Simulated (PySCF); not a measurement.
Process, species as SMILES: N (NH3) + H+ → [NH4+]
B3LYP-D3(BJ)/def2-TZVP geometries, fixed; electronic energies without zero-point terms; positive where energy is released.
Largest species:
```xyz
5

N      0.0000     0.0000     0.0000
H      0.0143     0.9619    -0.3540
H      0.8334    -0.4977    -0.3293
H     -0.8403    -0.4774    -0.3416
H     -0.0074     0.0132     1.0249
```
Charge +1, spin multiplicity 1.

Basis-set convergence of the proton affinity at HF with PySCF. All functions are spherical. Density fitting with generated auxiliary sets. No added dispersion term, no relativity. Functions are those of the species that has most. Reference: the value in def2-QZVPPD, 215.89 kcal/mol, itself unsure by roughly 0.23 kcal/mol (its mean distance from pcseg-3, def2-QZVPP, cc-pVQZ). Deviations are taken from unrounded values.

```csv
basis,functions,proton affinity (kcal/mol),minus reference (kcal/mol)
pcseg-1,34,215.21,-0.68
6-311G**,42,218.50,2.61
def2-SVPD,52,215.32,-0.57
def2-TZVP,55,216.13,0.24
aug-pcseg-1,59,213.65,-2.24
pcseg-2,86,216.18,0.28
"6-311++G(3df,3pd)",111,215.45,-0.44
aug-cc-pVTZ,138,215.76,-0.13
def2-QZVPP,177,216.00,0.11
```
